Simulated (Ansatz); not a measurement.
# NaSiH₂ radical (SMILES [Na][SiH2]): single points off equilibrium

One table from this session's results is given with a row withheld; the runs are named, their logs left out.

Computed with Ansatz 0.2.0, Gaussian basis. Level: single points in def2-TZVPP.

Correlated methods freeze the cores. The outer core shell of Li, Na, Mg and K is correlated. Orbitals are unrestricted.

### Where the work starts

SMILES `[Na][SiH2]`, 4 atoms, charge 0, spin multiplicity 2.

Atoms are counted from 1 here; the program's logs count them from 0.

Bond lengths: Na1–Si2 2.841 Å, Si2–H3 1.495 Å, Si2–H4 1.336 Å. Angles: Na1–Si2–H3 119.6°, Na1–Si2–H4 120.1°, H3–Si2–H4 96.3°.

As a file:

```xyz
4

Na   -2.30030    0.85160   -0.37010
Si    0.41920    0.04410   -0.21600
H     0.76610   -1.40640   -0.32090
H     1.12820    0.28520    0.88980
```

Set-up of the first run:

File run/in.yaml:

```yaml
crystal:
  periodic: [false, false, false]
  atoms:
    - {symbol: Na, position_ang: [-2.300300, 0.851600, -0.370100]}
    - {symbol: Si, position_ang: [0.419200, 0.044100, -0.216000]}
    - {symbol: H, position_ang: [0.766100, -1.406400, -0.320900]}
    - {symbol: H, position_ang: [1.128200, 0.285200, 0.889800]}
basis:
  gaussian: {orbitals: def2-TZVPP}
magnetization: {spin_polarized: true, initial_magnetization: 1}
correlation: {method: ccsd_t}
scf: {omitted_lower_state_checks: [cluster_reference]}
output: {forces: true}
```

The command line of these runs was not kept.

Steps of the session up to this table: CCSD(T)/def2-TZVPP; PBE0-D4/def2-TZVPP; wB97M-V/def2-TZVPP; r2SCAN-D4/def2-TZVPP; PBE-D4/def2-TZVPP; LC-wPBE/def2-TZVPP; wB97X-V/def2-TZVPP.

One table of the session follows, with a row left open; its other results are not shown here.

| method | RMS force component (eV/Å) | angle to CCSD(T) forces (°) | dipole (D) |
| --- | --- | --- | --- |
| CCSD(T) | 1.665 | reference | 8.19 |
| PBE0-D4 | 1.689 | 0.9 | 7.54 |
| wB97M-V | 1.625 | 1.1 | 7.87 |
| r2SCAN-D4 | ? | ? | ? |
| PBE-D4 | 1.730 | 2.9 | 6.82 |
| LC-wPBE | 1.674 | 1.3 | 8.47 |
| wB97X-V | 1.684 | 0.5 | 8.18 |

Q: Estimate the row for r2SCAN-D4 from the others.

**Answer.** RMS force component (eV/Å): 1.671; angle to CCSD(T) forces (°): 0.8; dipole (D): 7.81. In the column «RMS force component (eV/Å)» it lies between CCSD(T) (1.665) and LC-wPBE (1.674).
